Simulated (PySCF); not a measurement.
Basis-set dependence of population analyses: `CP(C)(C)=S`

Compound: C3H9PS.
Cartesian coordinates in Å at the PBE0-D3(BJ)/def2-SVP level; atoms count from 1:
```xyz
14
C3H9PS angstrom
C     -0.6947    1.5713   -0.4219
P      0.1568    0.2303    0.4718
C      1.5458   -0.2281   -0.6160
C     -0.9876   -1.1843    0.3624
S      0.6852    0.6967    2.2883
H     -0.9744    1.2735   -1.4438
H     -1.5927    1.8498    0.1473
H     -0.0252    2.4424   -0.4548
H      2.0598   -1.0934   -0.1742
H      1.2080   -0.4716   -1.6348
H      2.2525    0.6131   -0.6457
H     -1.2602   -1.4119   -0.6793
H     -1.8899   -0.9449    0.9425
H     -0.5039   -2.0572    0.8231
```

PBE0 throughout (PySCF), one geometry, spherical d and f functions. Geometry: PBE0-D3(BJ)/def2-SVP; no solvent, vibrations or thermal averaging. Atoms taken as equivalent share a column and are averaged.

Mulliken charges (e):

| basis | functions | C1/C3/C4 | P2 | S5 | H6 (×9) |
| --- | --- | --- | --- | --- | --- |
| pcSseg-0 | 71 | -0.954 | +0.686 | -0.325 | +0.278 |
| cc-pVDZ | 123 | -0.174 | +0.199 | -0.409 | +0.081 |
| aug-cc-pVDZ | 204 | +0.522 | +0.509 | -0.720 | -0.151 |
| IGLO-III | 283 | -0.566 | +0.702 | -0.381 | +0.153 |
| cc-pVTZ | 284 | -0.323 | +0.380 | -0.473 | +0.118 |
| pcSseg-2 | 320 | -0.158 | +0.302 | -0.397 | +0.063 |

IAO charges (e):

```json
{"basis": "pcSseg-0", "functions": "71", "C1/C3/C4": "-0.640", "P2": "+0.942", "S5": "-0.583", "H6 (×9)": "+0.173"}
{"basis": "cc-pVDZ", "functions": "123", "C1/C3/C4": "-0.650", "P2": "+1.122", "S5": "-0.646", "H6 (×9)": "+0.164"}
{"basis": "aug-cc-pVDZ", "functions": "204", "C1/C3/C4": "-0.659", "P2": "+1.128", "S5": "-0.662", "H6 (×9)": "+0.168"}
{"basis": "IGLO-III", "functions": "283", "C1/C3/C4": "-0.676", "P2": "+1.167", "S5": "-0.654", "H6 (×9)": "+0.168"}
{"basis": "cc-pVTZ", "functions": "284", "C1/C3/C4": "-0.672", "P2": "+1.157", "S5": "-0.661", "H6 (×9)": "+0.169"}
{"basis": "pcSseg-2", "functions": "320", "C1/C3/C4": "-0.675", "P2": "+1.165", "S5": "-0.661", "H6 (×9)": "+0.169"}
```

Hirshfeld charges (e):

```csv
basis,functions,C1/C3/C4,P2,S5,H6 (×9)
pcSseg-0,71,-0.147,+0.408,-0.387,+0.047
cc-pVDZ,123,-0.150,+0.353,-0.376,+0.053
aug-cc-pVDZ,204,-0.166,+0.343,-0.350,+0.056
IGLO-III,283,-0.165,+0.343,-0.332,+0.054
cc-pVTZ,284,-0.160,+0.338,-0.360,+0.056
pcSseg-2,320,-0.166,+0.338,-0.346,+0.056
```

ESP-fitted charges (e):

```
      basis  functions  C1/C3/C4      P2      S5  H6 (×9)
   pcSseg-0         71    -0.845  +0.923  -0.548   +0.240
    cc-pVDZ        123    -0.597  +0.512  -0.445   +0.192
aug-cc-pVDZ        204    -0.660  +0.527  -0.447   +0.211
   IGLO-III        283    -0.659  +0.476  -0.393   +0.210
    cc-pVTZ        284    -0.659  +0.539  -0.440   +0.209
   pcSseg-2        320    -0.679  +0.574  -0.452   +0.213
```

Some averages cover members that differ in this geometry, most widely: H6 (×9), Mulliken in IGLO-III +0.129 to +0.166; H6 (×9), Mulliken in pcSseg-2 +0.040 to +0.075; H6 (×9), Mulliken in aug-cc-pVDZ -0.171 to -0.141; H6 (×9), Mulliken in cc-pVDZ +0.064 to +0.090 e.

**Question.** Which scheme is steadiest as the basis changes?

**Answer.** Largest range over the bases for any column: Hirshfeld 0.07 e, IAO 0.23 e, ESP-fitted 0.45 e, Mulliken 1.48 e. Hirshfeld charges move least and Mulliken charges most, counted in e.

**Question.** How much do the charges still move between the two largest bases, cc-pVTZ and pcSseg-2?

**Answer.** At most, over all atoms: Mulliken 0.166 e, IAO 0.008 e, Hirshfeld 0.014 e, ESP-fitted 0.036 e.

**Question.** What do the same runs give for the total energy, the frontier levels and the dipole moment?

**Answer.** 
```
      basis  energy (Eh)  HOMO (eV)  LUMO (eV)  μ (D)
   pcSseg-0    -857.7294      -6.23       1.44   5.10
    cc-pVDZ    -858.9081      -6.05       1.23   4.91
aug-cc-pVDZ    -858.9220      -6.27      -0.41   5.06
   IGLO-III    -858.9836      -6.20       0.31   4.55
    cc-pVTZ    -858.9873      -6.24       0.66   4.90
   pcSseg-2    -858.9994      -6.33       0.12   4.96
```

The dipole is fixed by the density alone, so its range of 0.55 D shows that the density itself changes with the basis, not only its division among atoms.
